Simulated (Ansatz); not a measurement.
# H2SO4: a ladder of functionals and wavefunction methods

The task here is to estimate one member of a computed series from the others.

Computed with Ansatz 0.2.0, Gaussian basis. Level: functionals in def2-TZVPP, the program's frozen cores in correlated methods.

Plan: LDA (SPW92), PBE-D4, revPBE-D4, BLYP-D4, r2SCAN-D4, B97M-V, PBE0-D4, B3LYP-D4, r2SCANh-D4, r2SCAN0-D4, HSE06-D4, BHLYP-D4, CAM-B3LYP-D4, LC-ωPBE, ωB97X-V, ωB97M-V, B2PLYP, PBE-QIDH; CCSD(T)/def2-SVP; CCSD(T)/def2-TZVPP; CCSD(T)/def2-QZVPP; extrapolation to the limit; RPA on PBE.

2 further runs of the same task are left out: 2 that didn't finish.

**The relaxed structure**

The geometry comes from an earlier relaxation with PBE0-D4 in a triple-zeta def2 set; it is a stationary point, not always the lowest conformer.

SMILES `O=S(=O)(O)O`, 7 atoms, charge 0, spin multiplicity 1.

Atoms are counted from 1 here; the program's logs count them from 0.

Bond lengths: O1–S2 1.409 Å, S2–O3 1.426 Å, S2–O4 1.579 Å, S2–O5 1.580 Å, O4–H6 0.966 Å, O5–H7 0.966 Å. Angles: O1–S2–O3 123.8°, O1–S2–O4 106.4°, O1–S2–O5 106.5°, O3–S2–O4 108.0°, O3–S2–O5 107.9°, O4–S2–O5 102.2°, S2–O4–H6 108.9°, S2–O5–H7 108.8°.

As a file:

```
atom     x (Å)     y (Å)     z (Å)
  O1   0.37923  -1.58207   0.85228
  S2  -0.02542  -0.46966   0.08816
  O3  -0.94053  -0.54630  -1.00242
  O4  -0.57619   0.59857   1.11267
  O5   1.29551   0.22110  -0.43514
  H6  -1.24407   1.13965   0.67122
  H7   1.11145   0.63872  -1.28678
```

The first run:

in.yaml reads:

```yaml
crystal:
  periodic: [false, false, false]
  atoms:
    - {symbol: O, position_ang: [0.379230, -1.582072, 0.852285]}
    - {symbol: S, position_ang: [-0.025418, -0.469665, 0.088158]}
    - {symbol: O, position_ang: [-0.940526, -0.546299, -1.002416]}
    - {symbol: O, position_ang: [-0.576193, 0.598568, 1.112667]}
    - {symbol: O, position_ang: [1.295515, 0.221103, -0.435137]}
    - {symbol: H, position_ang: [-1.244067, 1.139651, 0.671224]}
    - {symbol: H, position_ang: [1.111449, 0.638715, -1.286782]}
basis:
  gaussian: {orbitals: def2-TZVPP}
hamiltonian: {xc: lda}
output: {orbitals: {seedname: orbitals}}
```

The run is started by

```sh
ansatz run in.yaml --threads 2 --pin off --events-out ev --progress --plain --max-ram 32768MiB --backend cpu
```

Among the steps run: LDA; PBE-D4 (GGA); revPBE-D4 (GGA); BLYP-D4 (GGA); r2SCAN-D4 (meta-GGA); B97M-V (meta-GGA); B3LYP-D4 (hybrid); r2SCANh-D4 (hybrid); r2SCAN0-D4 (hybrid); HSE06-D4 (hybrid); BHLYP-D4 (hybrid); CAM-B3LYP-D4 (range-separated); LC-ωPBE (range-separated); ωB97X-V (range-separated); ωB97M-V (range-separated); B2PLYP (double hybrid); PBE-QIDH (double hybrid).

One of the session's tables, all rows but one given; the rest of the session is left out.

It belongs to the step «Frontier levels by functional». 

```
  functional  HOMO (eV)  gap (eV)
 LDA (SPW92)      -8.20      7.07
      PBE-D4      -7.95      6.97
   revPBE-D4      -7.86      6.95
     BLYP-D4      -7.85      6.78
   r2SCAN-D4      -8.34      8.04
      B97M-V      -8.41      7.77
     PBE0-D4          ?         ?
    B3LYP-D4      -9.39      8.89
  r2SCANh-D4      -8.98      8.96
  r2SCAN0-D4      -9.94     10.33
    HSE06-D4      -9.25      8.82
    BHLYP-D4     -11.31     11.85
CAM-B3LYP-D4     -11.16     11.83
     LC-ωPBE     -12.52     14.60
     ωB97X-V     -12.14     14.03
     ωB97M-V     -12.07     13.48
```

Estimate the missing values for PBE0-D4.

The run gave: HOMO (eV): -9.66; gap (eV): 9.59. In the column «HOMO (eV)» it lies between r2SCAN0-D4 (-9.94) and B3LYP-D4 (-9.39).
